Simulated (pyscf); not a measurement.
Optimised with ωB97X-D3(BJ)/def2-SVP in PySCF.

How much does it cost (ΔH, 298 K, ωB97M-D3(BJ)/def2-TZVP) to split H₃C–CH₂–Al(Cl)–Cl at its Al–C bond into •H₂C–CH₃ + [Cl–Al–Cl]•?

Al–C to •H₂C–CH₃ + [Cl–Al–Cl]•: 3.44 eV. The 7 functionals that were run give +3.04 (r²SCAN) to +3.46 eV (ωB97X-D3(BJ)). The radicals are drawn with the spin at the cut bond; how far it spreads was not checked. Other isomers of •H₂C–CH₃ were not searched in full and may lie lower.
